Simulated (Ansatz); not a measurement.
Barrier from CHO (SMILES [CH]=O, doublet) to the saddle point below; all geometries are those of the NHTBH38 set.
```
C
O 1 1.1349
H 1 1.8330 2 117.26
```
Charge 0, spin multiplicity 2.

Total energies in hartree (Ansatz, a program for electronic structure). UHF or UKS for unpaired electrons; spin-orbit terms are left out. Correlated methods leave the cores frozen. No relativity. The UHF reference of CHO (saddle point or complex, doublet) is spin-contaminated (<S^2> up to 0.03 over the pure value in the sets run).

```csv
species,HF/aug-cc-pVTZ,CCSD(T)/aug-cc-pVTZ,HF/aug-cc-pVQZ,CCSD(T)/aug-cc-pVQZ,CCSD(T)/aug-cc-pVDZ,CCSDT(Q)/aug-cc-pVDZ
"1: CHO (SMILES [CH]=O, doublet)",-113.29462,-113.69244,-113.30206,-113.72103,-113.59936,-113.60123
"2: CHO (complex or saddle point, doublet)",-113.26676,-113.65667,-113.27442,-113.68522,-113.56630,-113.56817
```

Problem. Work out the barrier height (electronic, no zero-point energy) in kcal/mol: take Hartree-Fock from aug-cc-pVQZ, extrapolate the CCSD(T) correlation energy as X^-3 (X = 3, 4), and add CCSDT(Q) - CCSD(T) in aug-cc-pVDZ. 1 hartree = 627.51 kcal/mol.

Solution. 
Species 1: correlation (64·(-0.41897) - 27·(-0.39782))/37 = -0.43440; step -0.00187; E1 = -113.30206 + (-0.43440) + (-0.00187) = -113.73833
Species 2: correlation (64·(-0.41080) - 27·(-0.38991))/37 = -0.42604; step -0.00187; E2 = -113.27442 + (-0.42604) + (-0.00187) = -113.70233
-1·E1 +1·E2 = 0.03600 hartree = 22.6 kcal/mol. Published benchmark value: 22.7 kcal/mol (Zhao et al., NHTBH38), a best estimate, not a measurement. The composite differs from it by -0.1 kcal/mol; core, relativistic and spin-orbit terms are not in it.
